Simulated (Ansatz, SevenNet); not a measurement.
Voigt–Reuss–Hill shear modulus (GPa) of solids drawn from the class of elemental solids other than molecular ones, at two levels: the machine-learned potential SevenNet-l3i5 (trained on PBE and PBE+U data), and r²SCAN (Ansatz, a program for electronic structure, PAW).

```csv
solid,SevenNet-l3i5,r²SCAN,shift (%)
fcc Rh,102,164,+61
diamond-structure Si,48.1,68.6,+43
hcp Os,114,281,+146
fcc Pd,53.3,39.5,-26
hcp Ti,17.1,51.9,+204
hcp Tl,0.95,4.10,+332
double-hcp La,6.25,13.8,+121
diamond,380,549,+44
fcc Ag,21.6,29.8,+38
hcp Zn,16.9,52.7,+212
```

The shifts run from -26 % to +332 %, with a median of +91 %.

Over all 10 rows r²SCAN is the larger in 9.

Ansatz's runs of these crystals have no spin polarisation. Meta-GGA and hybrid levels favour moments, which can bear on fcc Rh, fcc Pd, hcp Ti.

Spin–orbit coupling is left out, also for the solids with elements from indium on (hcp Os, hcp Tl, double-hcp La); its size isn't shown.

Each level is taken at its own relaxed cell. Ansatz's density-functional and Hartree–Fock values are scalar-relativistic unless marked +SOC, with PAW data made under PBE.
